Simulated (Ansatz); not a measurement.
## Structure relaxation of Sb₂As₃

All numbers below come from DFT PBE, scalar-relativistic, plane waves, PAW in Ansatz. Cutoff 420 eV, Γ-centred k mesh, Gaussian smearing, no spin polarisation in the final step.

This is the end of a relaxation of cell and atoms.

```
CELL_PARAMETERS angstrom
2.04228 1.17911 8.30617
-2.04228 1.17911 8.30617
0.00000 -2.35822 8.30617
ATOMIC_POSITIONS crystal
Sb 0.40244 0.40244 0.40244
Sb 0.59756 0.59756 0.59756
As 0.00000 0.00000 0.00000
As 0.19759 0.19759 0.19759
As 0.80241 0.80241 0.80241
```

The zero of energy is the elements' standard structures at the same level; no fitted shifts are applied.

(1) What space group does it have?

(2) How far does it lie from the elements in energy?

(3) Is it a metal?

Answers

(1) R-3m (No. 166). Conventional cell: a = 4.085 Å, c = 24.919 Å. Sb is coordinated by 6 As at 2.88–2.92 Å; around As on Wyckoff site a (1 atom of the primitive cell) lie 6 Sb at 2.92 Å; As on Wyckoff site c (2 atoms of the primitive cell) is coordinated by 3 As at 2.82 Å and 3 Sb at 2.88 Å.

(2) 0.08 eV/atom.

(3) Yes, bands cross the Fermi level on the 12×12×12 mesh.

The final run used a 12×12×12 mesh on its 5-atom cell and 0.10 eV smearing. The k mesh leaves about 4 meV/atom of noise in metals. Spin–orbit coupling is left out. The cell came from a trial start, so Sb₂As₃ may not exist in this structure.

Cost: 3 runs of about 7.7 core-minutes in all, on Intel Xeon Platinum 8259CL (Skylake/Cascade Lake) (shared hosts).